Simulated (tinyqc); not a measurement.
Stretching all distances: RHF, UHF, MP2, CISD and CCSD against full CI in the sto-3g basis, for CH2, spin multiplicity 1. Computed by the program tinyqc with PySCF. 

Geometry (angstrom):
```
atom,x,y,z
C,0.0000,0.0000,0.0000
H,0.0000,0.8610,0.5380
H,0.0000,-0.8610,0.5380
```

All coordinates are multiplied by the scale. c0^2 is the weight of the RHF determinant in the lowest singlet FCI state (UHF is spin-contaminated and may lie near states of higher spin) and n(LUMO) the first natural occupation beyond the occupied space.

Full CI energy (hartree) and errors against it (kcal/mol):
```
scale,distance 1-2 (angstrom),E(FCI),RHF,UHF,MP2,CISD,CCSD,<S^2> UHF,c0^2,n(LUMO)
0.950,0.965,-38.37257,31.437,4.495,13.774,1.587,0.357,0.870,0.910,0.155
1.150,1.168,-38.42444,40.686,19.614,16.934,2.127,0.388,0.809,0.917,0.112
1.350,1.371,-38.38485,55.868,39.809,23.164,3.500,0.473,0.745,0.899,0.084
1.550,1.574,-38.32178,78.219,63.690,32.994,6.604,0.562,0.975,0.849,0.135
1.760,1.787,-38.25981,109.437,59.220,46.685,12.945,0.469,1.452,0.758,0.253
1.960,1.990,-38.21481,145.056,42.092,61.172,22.451,-0.618,1.655,0.643,0.399
2.160,2.193,-38.18530,183.803,28.501,74.610,34.401,-4.328,1.826,0.518,0.559
```

UHF lies below RHF over the whole range. The weight c0^2 goes from 0.91 to 0.52 and n(LUMO) from 0.16 to 0.56: static correlation grows as the bonds break into open-shell fragments. The spread of the error along the curve, which distorts its shape, is CCSD 4.9, CISD 32.8, UHF 59.2, MP2 60.8, RHF 152.4 kcal/mol. Below FCI somewhere: CCSD, as non-variational methods may be. The table stops here: at scale 2.36 and beyond, the reference weight falls under 0.45 or RHF, UHF or CCSD hop between solutions, so those rows were left out and the spreads given cover only the rows shown. As computed, partly on other solutions, the errors there reach in size RHF 222, UHF 20, MP2 87, CISD 47, CCSD 9 kcal/mol.
